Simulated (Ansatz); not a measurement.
Two shapes of singlet C₃H₄.

Shape 1:

```xyz
7

C     0.0000    0.0000   -1.2389
C     0.0000    0.0000    0.2145
C     0.0000    0.0000    1.4252
H     0.0000   -1.0275   -1.6347
H    -0.8899    0.5138   -1.6347
H     0.8899    0.5138   -1.6347
H     0.0000    0.0000    2.4993
```

Shape 2:

```xyz
7

C     0.0000    0.0000   -1.1398
C     0.0000    0.0000    0.1973
C     0.0000    0.0000    1.3112
H     0.0000   -0.9454   -1.5039
H    -0.8187    0.4727   -1.5039
H     0.8187    0.4727   -1.5039
H     0.0000    0.0000    2.2994
```

Basis set: 6-31G* (spherical functions). Frozen core: 3 orbitals. Charge 0, multiplicity 1.

Computed with Ansatz (development build ahead of 0.2.0); each method stands on the lowest determinant of its kind that the runs found.

Task: Which shape is lower in energy, and by how much in each method?

Result:

| method | E(2) − E(1) (eV) |
| --- | --- |
| RHF | 1.185 |
| RHF-MP2 | 1.614 |

Shape 1 is lower. Caution: no unrestricted run beside it, a lower state can exist.
